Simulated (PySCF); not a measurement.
**The bond of LiO, level by level**

The task here is to estimate one member of a computed series from the others.

The runs use PySCF 2.14.0; Li aug-cc-pVDZ, O aug-cc-pVDZ, no relativity.

The first run:

Settings of the job:

```json
{
 "atoms": "Li, O",
 "charge": "0",
 "basis": "Li aug-cc-pVDZ, O aug-cc-pVDZ",
 "Hamiltonian": "no relativity",
 "basis functions": "46",
 "electrons treated": "11",
 "masses in u": "7.0160, 15.9949",
 "levels": "PBE0, PBE, r²SCAN, MN15, TPSS, revPBE, HF, MP2, SCS-MP2, CCSD, CCSD(T)",
 "grid": "80 radial by 434 angular points",
 "occupations": "held fixed by the projection of orbital angular momentum",
 "dissociation limit": "Li + O, each in its ground configuration",
 "starting distance in angstrom": "1.885",
 "values of 2S to try": "1, 3"
}
```

Started as:

```console
$ OMP_NUM_THREADS=1 python dia.py task.json out
```

Among the steps run: The job; The PBE0 curve of the state that the search chose; Other states along the same grid; PBE; r²SCAN (meta-GGA); MN15; TPSS; revPBE; UHF (mean field); Correlated methods on the Hartree–Fock reference.

One table of the session follows, with a row left open; its other results are not shown here.

Energy (eV) from each level's lowest point:

```
R (Å)    UHF  UHF-MP2  UHF-SCS-MP2  UHF-CCSD  UHF-CCSD(T)
1.469  0.481    0.486        0.466       n/a          n/a
1.537  0.210    0.209        0.194     0.188        0.197
1.605      ?        ?            ?         ?            ?
1.657  0.011    0.009        0.004     0.003        0.005
1.708  0.000    0.000        0.000     0.000        0.000
1.759  0.021    0.022        0.027     0.028        0.025
1.828  0.087    0.087        0.098     0.100        0.093
1.913  0.213    0.207        0.223     0.226        0.214
2.015  0.406    0.384        0.404     0.407        0.390
2.152  0.699    0.649        0.673       n/a          n/a
```

Q: Estimate the row for R (Å) = 1.605 from the others.

Worked estimate for «UHF». A straight line through the neighbours (1.537, 0.210) and (1.657, 0.011) gives 0.210 + (0.011 − 0.210) × (1.605 − 1.537) / (1.657 − 1.537) = 0.097; a parabola fitted to 4 rows on both sides gives 0.057.

As computed: UHF: 0.062; UHF-MP2: 0.059; UHF-SCS-MP2: 0.050; UHF-CCSD: 0.046; UHF-CCSD(T): 0.052. In «UHF» the line misses by +0.035 and the parabola by -0.005.
